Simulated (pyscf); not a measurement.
Single points on ωB97X-D3(BJ)/def2-SVP structures (PySCF, gas phase).

**Question.** How much does it cost (ΔH, 298 K, ωB97M-D3(BJ)/def2-TZVP) to split F–Nb(F)(F)(F)–SiH₃ at its Nb–Si bond into [F–Nb(F)(F)–F]• + SiH₃•?

**Answer.** Nb–Si to [F–Nb(F)(F)–F]• + SiH₃•: 166.6 kJ/mol. The 7 functionals that were run give +160.8 (M06-2X) to +196.6 kJ/mol (ωB97X-D3(BJ)). The radicals are drawn with the spin at the cut bond; how far it spreads was not checked. Open-shell species with a d-block atom are single-reference here; other states, and whether the spin sits on metal or ligand, were not checked. Elements past Kr carry the def2 core potentials, without spin-orbit coupling.
